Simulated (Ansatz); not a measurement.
Reaction (SMILES): FCl (F-Cl) → F atom + Cl atom
B3LYP-D3(BJ)/def2-TZVP geometries, fixed; electronic energies without zero-point terms.

Basis-set convergence of the bond dissociation energy at MP2 with Ansatz (a first-principles code). Cartesian d functions, on some or all atoms, in 6-31+G*; all else is spherical. Cores are frozen. Open shells are unrestricted. No added dispersion term, no relativity. Functions are those of the species that has most. Reference: Hartree-Fock in aug-cc-pV(5+d)Z plus the correlation part extrapolated as X^-3 from aug-cc-pV(Q+d)Z and aug-cc-pV(5+d)Z, 69.00 kcal/mol, itself unsure by roughly 0.27 kcal/mol (a third of the extrapolation step and of the last Hartree-Fock step). Deviations are taken from unrounded values.

```
basis              functions  bond dissociation energy (kcal/mol)  minus reference (kcal/mol)
-----------------  ---------  -----------------------------------  --------------------------
3-21G                     22                                27.73                      -41.27
6-31G                     22                                25.27                      -43.73
6-31+G*                   42                                56.42                      -12.57
aug-pcseg-1               50                                56.30                      -12.70
aug-cc-pV(D+d)Z           55                                58.65                      -10.35
6-311++G(2d,2p)           62                                56.33                      -12.66
pcseg-2                   64                                63.74                       -5.25
def2-TZVP                 68                                62.38                       -6.62
cc-pV(T+d)Z               69                                61.91                       -7.09
6-311++G(3df,3pd)         86                                63.89                       -5.11
def2-TZVPD                86                                63.58                       -5.41
jun-cc-pV(T+d)Z           87                                63.75                       -5.25
aug-pcseg-2               96                                65.44                       -3.56
cc-pV(Q+d)Z              119                                66.08                       -2.91
pcseg-3                  124                                67.24                       -1.76
def2-QZVPP               127                                66.21                       -2.79
aug-cc-pV(Q+d)Z          169                                67.48                       -1.52
aug-pcseg-3              174                                67.56                       -1.44
```
